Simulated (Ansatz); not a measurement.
## Rock-salt HfN

Level of theory: PBEsol+SOC in Ansatz (PAW).

Run with plane-wave cutoff 520 eV, 22×22×22 k mesh, Fermi–Dirac smearing 0.05 eV, PAW data made under PBE.

Cell: relaxed at this level.

```yaml
volume_per_atom: 11.38 Å³/atom
bulk_modulus: 284 GPa
lattice_constant_a: 4.499 Å
band_gap: none
pressure derivative B′ of the bulk modulus: 4.3
```

Measured, for comparison: equilibrium volume per atom 11.57 Å³/atom, lattice constant a 4.524 Å (room temperature, not corrected to a static lattice; as tabulated in Seo, Lee, Wen, Petrov, Greene, Gall, J. Appl. Phys. 96, 878 (2004)); bulk modulus 260 GPa (room temperature, not corrected to a static lattice, our sources range from 260 to 306; as tabulated in Synthesis of Binary Transition Metal Nitrides, Carbides and Borides from the …). Computed (rounded) less measured: equilibrium volume per atom -1.6 %, bulk modulus not scored (sources differ), lattice constant a -0.6 %. A static lattice is as a rule a little smaller and stiffer than an uncorrected measurement, which narrows the difference in the equilibrium volume per atom, lattice constant a and would widen misses of the other sign.

Computed values are for the static lattice.

Computing time: about 12 core-minutes (a rough figure).

Ansatz is an electronic-structure program.
